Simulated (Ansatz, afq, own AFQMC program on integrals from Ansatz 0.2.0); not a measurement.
AFQMC on a folder of integrals that Ansatz 0.2.0 wrote.

```yaml
crystal:
  periodic: [false, false, false]
  atoms:
    - {symbol: O, position_ang: [0.000000, 0.001105, 0.695061]}
    - {symbol: C, position_ang: [0.000000, 0.009438, -0.660775]}
    - {symbol: H, position_ang: [0.868643, -0.569422, -1.021453]}
    - {symbol: H, position_ang: [0.000000, 1.008845, -1.116196]}
    - {symbol: H, position_ang: [-0.868643, -0.569422, -1.021453]}
basis:
  gaussian: {orbitals: cc-pVQZ}
magnetization: {spin_polarized: true, initial_magnetization: 1}
correlation: {method: ccsd_t, electrons: outside_noble_gas, hamiltonian_folder: ham}
```

```sh
$ ansatz run in.yaml --threads 1 --pin off --events-out ev --progress --plain --max-ram 24576MiB --backend cuda --devices 0, --max-vram 18GiB
```

afq runs on the folder ham with

```
--method free --trial cisd --walkers 200 --time-step 0.03 --max-blocks 4000 --target-error 0.00042 --factor-cut 1e-05 --seed 7014 --times 0,0.21,0.42,0.81,1.2,1.8,2.4,3 --taylor-order 8
```

Times are imaginary, in 1/Eh. The walk had a cap of 356 s.

Log:

```
orbitals 198  electrons 7 6  factors 1174 of 1174
reference energy -114.47420373 Eh
CCSD correlation -0.42111871 Eh in 12 cycles, weight of the determinant in the CISD state 0.8856
repeat  energy at the last time / Eh  error
    10  -114.910575  0.002760
    20  -114.910322  0.001895
    30  -114.911721  0.001670
    40  -114.911400  0.001423
    50  -114.911181  0.001196
    60  -114.910560  0.001098
    70  -114.910288  0.000953
    80  -114.910342  0.000914
    90  -114.910700  0.000854
   100  -114.910653  0.000787
   110  -114.910691  0.000735
   120  -114.910779  0.000726
   130  -114.910763  0.000681
   140  -114.910913  0.000667
   150  -114.910657  0.000655
   160  -114.910752  0.000654
   170  -114.910493  0.000651
   180  -114.910460  0.000622
   190  -114.910402  0.000607
   200  -114.910500  0.000585
time / (1/Eh)  energy / Eh  error  mean overlap
  0.00  -114.895398  0.000099  1.1293
  0.21  -114.905724  0.000126  1.1200
  0.42  -114.908191  0.000156  1.1195
  0.81  -114.909946  0.000177  1.1152
  1.20  -114.910854  0.000227  1.0953
  1.80  -114.910500  0.000331  1.0748
  2.40  -114.911421  0.000440  1.0527
  3.00  -114.910531  0.000577  1.0384
energy -114.910531 +/- 0.000577 Eh
```

The run passed its tests (error under three times the target), which doesn't prove that it has relaxed, ending at its cap on processor time.

Against this walk (error 15.7 meV) on the same determinant: CCSD(T) 21.1 meV higher (within the noise), the released energy of a separate walk with a CISD trial 2.8 ± 18.1 meV lower (within the noise). The error is statistical, and a free projection of finite length keeps a remainder of its start. The last points scatter (meV from the last: 16 ± 5 at 0.81, -9 ± 6 at 1.20, 1 ± 9 at 1.80, -24 ± 12 at 2.40, 0 ± 16 at 3.00); the last is the one printed as the energy, and the gaps above move with that scatter.

Cautions: remainder of the start not in the error; error above the target (15.7 against 11.4 meV).

The walk took 5.9 min on 1 × NVIDIA H100 80GB HBM3 with 2 threads of AMD EPYC 7R13 Processor (Zen 3) (shared host) (the card was shared). The log's last line is the free-projection energy.

A walk keeps the symmetry of its determinant, which the program's search chose and which needn't be the lowest solution, so a lower state of the same spin and another symmetry isn't excluded.
